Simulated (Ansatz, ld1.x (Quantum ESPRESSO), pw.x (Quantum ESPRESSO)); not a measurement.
# From atom to crystal: TM potential for barium

```
Element                 : barium (Ba)
Generator               : ld1.x (Quantum ESPRESSO) 7.5
Type                    : norm-conserving Troullier–Martins (Kleinman–Bylander form)
Functional              : PBE
Relativity              : scalar-relativistic
Frozen core             : [Xe]
Valence charge          : 2
Reference configuration : 5d0 6s1.75 6p0.25
Partial waves           : 6p (bound): rc 4.20 bohr; 5d (bound, empty): rc 3.50 bohr; 6s (bound): rc 3.80 bohr
Local potential         : the s channel
Core correction         : Bessel-smoothed model core inside 3.65 bohr
```

Atomic tests: cutoffs needed: 6 Ry and 6 Ry (the cutoffs (Ry, on a coarse ladder) from which the occupation-weighted sum of valence levels, in a spherical-Bessel basis at the reference potential, stays within 10 and 1 mRy of its value at 400 Ry); ghost test: no extra level below or beside the all-electron valence levels (p, d, s, f tested) (spherical-Bessel basis up to 400 Ry, 20 bohr box); largest excitation error: -53 meV (all-electron minus pseudo) for 5d1 6s0 6p0, out of 7 test configurations.

Crystal test: bcc Ba in pw.x 7.5, no spin, 9³ k-points, Fermi–Dirac smearing 0.01 Ry, cutoffs 50/200 Ry. The reference is all-electron LAPW (Ansatz 0.2.0) with the same functional, mesh and smearing; V0 and B0 come from Birch–Murnaghan fits to the pressures at five volumes. Errors are pseudo minus all-electron; Δ is the rms difference of the E(V) curves that follow from these fits, minima aligned, over ±6 % about the mean V0. Mesh and smearing are coarse, so the numbers serve the comparison and aren't converged zero-temperature values; the lattice is a test structure that the element need not adopt.

| V (Å³/atom) | P all-electron (GPa) | P pseudo (GPa) |
| --- | --- | --- |
| 60.428 | 0.47 | 1.01 |
| 62.018 | 0.23 | 0.71 |
| 63.608 | 0.01 | 0.44 |
| 65.198 | -0.19 | 0.19 |
| 66.788 | -0.38 | -0.03 |

All-electron: a0 = 5.031 Å (V0 = 63.67 Å³/atom), B0 = 8.4 GPa.

Pseudopotential: mean pressure error (GPa): +0.44; a0 (Å): 5.106; a0 error (%): +1.48; B0 error (%): +7.6; Δ (meV/atom): 5.6. This is a poor potential for the solid.

Task: At the middle volume, how do free energy and pressure move when the wave cutoff is lowered (ecutrho kept at four times it)?

Result:

```tsv
cutoff (Ry)	shift of F (meV/atom)	shift of P (GPa)
22	+0.2	-0.00
30	+0.0	+0.00
40	+0.0	+0.00
```

The run at the middle volume (35 k-points, 7 iterations) took about 7.2 s on one core of a shared host (Neoverse-V2, 96 threads, 742 GiB, load 80).
